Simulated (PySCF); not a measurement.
PySCF run on LiAl⁺

Input:

```python
from pyscf import gto, scf

mol = gto.M(
    atom='Li 0 0 0; Al 0 0 2.58',
    basis='cc-pcvdz',
    charge=1,
    spin=1,
    verbose=3,
)
mf = scf.UHF(mol)
mf.kernel()
mf.dip_moment()
print('orbital energies (hartree):', [e[max(0, n-3):n+3].round(4) for e, n in zip(mf.mo_energy, mol.nelec)])
```

```bash
$ OMP_NUM_THREADS=1 python input.py
```

The log (some set-up lines and the per-cycle HOMO/LUMO lines with their warnings removed):

```
converged SCF energy = -249.146902162376  <S^2> = 0.77084197  2S+1 = 2.0207345

WARN: System has nonzero charge 1; the dipole moment is origin-dependent.
Location of origin: [0. 0. 0.]

Dipole moment(X, Y, Z, Debye):  0.00000,  0.00000,  3.79801
orbital energies (hartree): [array([-2.6923, -0.6316, -0.4399, -0.1592, -0.1592, -0.1361]), array([-3.4024, -2.6831, -0.5657, -0.1516, -0.1486, -0.1486])]
```

In short: E(SCF) = -249.146902 Eh, ⟨S²⟩ = 0.771.

Run time: 0.82 s on 1 thread of Arm Neoverse V1 (shared host), peak memory 0.13 GiB.

The bond length is a typed value, not an optimised one. The dipole of an ion depends on the origin. No search for the lowest solution was made.
